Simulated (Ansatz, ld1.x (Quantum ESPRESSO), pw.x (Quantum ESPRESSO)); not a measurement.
## Sb: one change to the TM potential, in the atom and in the bcc crystal

antimony, norm-conserving Troullier–Martins (Kleinman–Bylander form), made with ld1.x (Quantum ESPRESSO) 7.5 (LDA (PW92), scalar-relativistic). Core [Kr], reference 4d10 5s2 5p3. Waves: 5p (bound): rc 2.55 bohr; 4d (bound): rc 1.65 bohr; 5s (bound): rc 1.95 bohr. Local part: the s channel. Core correction: Bessel-smoothed model core, default radius (core density twice the valence density).

Change: wave 4d (bound): rc 1.65 bohr becomes 4d (bound): rc 2.28 bohr.

Cutoffs, loose and tight: the cutoffs (Ry, on a coarse ladder) from which the occupation-weighted sum of valence levels, in a spherical-Bessel basis at the reference potential, stays within 10 and 1 mRy of its value at 400 Ry. They do not see the model core or the augmentation charge, which bear on the density cutoff. Test errors are all-electron minus pseudo excitation energies from the reference, over the configurations 4d10 5s2 5p2; 4d10 5s2 5p1; 4d10 5s2 5p0; 4d9 5s2 5p3; 4d10 5s1 5p4; 4d10 5s1 5p0; 4d10 5s2 5p3.3 (two spin-polarised tests are not counted in the largest error); variants that change the core or the reference have their own tests.

Crystal test: bcc Sb in pw.x 7.5, no spin, 12³ k-points, Fermi–Dirac smearing 0.01 Ry, cutoffs set for each file from its atomic test. The reference is all-electron LAPW (Ansatz 0.2.0) with the same functional, mesh and smearing; V0 and B0 come from Birch–Murnaghan fits to the pressures at five volumes. Errors are pseudo minus all-electron; Δ is the rms difference of the E(V) curves that follow from these fits, minima aligned, over ±6 % about the mean V0. Mesh and smearing are coarse, so the numbers serve the comparison and aren't converged zero-temperature values; the lattice is a test structure that the element need not adopt.

All-electron: a0 = 3.710 Å (V0 = 25.53 Å³/atom), B0 = 72.6 GPa.

Question: Does the change bring the crystal closer to the all-electron result?

Answer: The mean pressure error goes from +2.33 to +2.78 GPa, so the change moves the solid further from the all-electron pressures.

| quantity | base | changed |
| --- | --- | --- |
| outcome (atom) | generated | generated |
| cutoff, loose (atom) | 90 Ry | 60 Ry |
| cutoff, tight (atom) | 140 Ry | 100 Ry |
| bound ghosts (atom) | none | none |
| largest test error (meV) (atom) | -328 | -52 |
| cutoffs in pw.x (Ry) | 170/680 | 120/480 |
| a0 (Å) | 3.747 | 3.754 |
| a0 error (%) | +1.00 | +1.19 |
| B0 error (%) | -1.4 | -2.1 |
| Δ (meV/atom) | 12.3 | 14.5 |
| mean pressure error (GPa) | +2.33 | +2.78 |

Base: This is a poor potential for the solid. Changed file: This is a poor potential for the solid.
